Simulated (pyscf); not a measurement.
Single points on ωB97X-D3(BJ)/def2-SVP structures (PySCF, gas phase).

Problem. H₃C–C•=CH–NH₂ (SMILES C[C]=CN) → H₃C–CH•–CH=NH (SMILES C[CH]C=N)
Surface: doublet. Broken: H–N. Formed: C–H. Give ΔE‡ and ΔE from M06-2X/def2-TZVP, relative to the reactant's lowest minimum found.

Solution. ΔE‡ = 176.5 kJ/mol, ΔE = -88.2 kJ/mol. ωB97M-D3(BJ)/def2-TZVP gives 166.6 kJ/mol and -100.1 kJ/mol. Zero-point energy shifts the barrier by -16.0 kJ/mol. It is a hydrogen shift, with an imaginary mode of 1749i cm⁻¹. From the product side, H₂C=CH–CH=NH + H• lies, by one bond made or cut, 55.3 kJ/mol under this saddle at ωB97M-D3(BJ)/def2-TZVP. H₃C–C•=CH–NH₂ lies 116.0 kJ/mol over its isomer H₃C–C(CH₃)=N• (electronic energy, ωB97M-D3(BJ)/def2-TZVP). One saddle was located; it need not be the lowest between these sides.
